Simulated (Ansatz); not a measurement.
Mulliken charges of `OC1CC1` from r2SCAN/def2-TZVPP in Ansatz (PBE0-D4/def2-TZVP geometry).

| atom | x (Å) | y (Å) | z (Å) | charge (e) |
| --- | --- | --- | --- | --- |
| O1 | -0.621 | 1.019 | -1.229 | -0.358 |
| C2 | -0.543 | 0.353 | -0.008 | 0.131 |
| C3 | 0.193 | -0.947 | 0.073 | -0.131 |
| C4 | 0.796 | 0.315 | 0.630 | -0.087 |
| H5 | -1.255 | 0.556 | -1.783 | 0.199 |
| H6 | -1.406 | 0.485 | 0.641 | 0.041 |
| H7 | -0.163 | -1.705 | 0.760 | 0.040 |
| H8 | 0.616 | -1.324 | -0.850 | 0.062 |
| H9 | 0.863 | 0.434 | 1.704 | 0.046 |
| H10 | 1.603 | 0.764 | 0.065 | 0.057 |

Task: By hand: the dipole of these point charges (1 e Å = 4.8032 D).

Result: Σ q r = (-0.088, -0.178, 0.106) e Å, of length 0.225 e Å = 1.08 D.

Task: How does the dipole of the full density compare? (Estimate.)

Result: The calculation gave: (-0.164, -0.252, 0.038) e Å, 1.46 D; the point charges give 0.74 times that, at 22° from its direction.

Point charges leave out the atoms' own dipoles, such as those of lone pairs, and Mulliken's split depends on the basis, so the two needn't agree.
